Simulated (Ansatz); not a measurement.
Reaction (ligand exchange at the Si–C bond): `C[Si]O` + H–F → `O[Si]F` + CH₄

Program: Ansatz. Geometries: PBE0-D4/def2-TZVP. ΔE: electronic, gas phase. CCSD(T)/CBS is frozen-core, at the limit of the def2 triple- and quadruple-zeta sets. DFT in def2-TZVPP. Each species was taken in one conformer, which may not be the lowest.

```tsv
level	ΔE (eV)
ωB97X-V	-2.16
revPBE	-2.08
BLYP	-2.25
LC-ωPBE	-2.14
MP2/def2-SVP	-2.14
MP2/cc-pV(T+d)Z	-2.15
CCSD(T)/cc-pV(T+d)Z	-2.12
CCSD(T)/CBS(cc)	-2.13
```

Problem. What does CCSD(T)/CBS give? (An estimate is asked.)

Solution. Ansatz gave: -2.10 eV. The listed levels differ from it by -0.06, 0.02, -0.15, -0.04, -0.04, -0.05, -0.02, -0.03 eV.

Largest T1 diagnostic among the species: 0.015.

Leaving LDA and LC-ωPBE aside and taking each functional with its dispersion term where it has one, the values, not all of them listed here, spread over 0.24 eV, from CAM-B3LYP-D4 to revPBE-D4. The D4 term adds +0.06 eV with B3LYP and +0.03 eV with PBE0; it sums over pairs of atoms, weighted by their polarisabilities, and B3LYP, whose exchange is more repulsive, gets the larger term. In def2-TZVPP, CCSD(T) changes the Hartree–Fock value by +0.20 eV (the triples alone add +0.02 eV) and MP2 by +0.18 eV.

B3LYP here is the variant with VWN-RPA as its local correlation; programs differ in this.
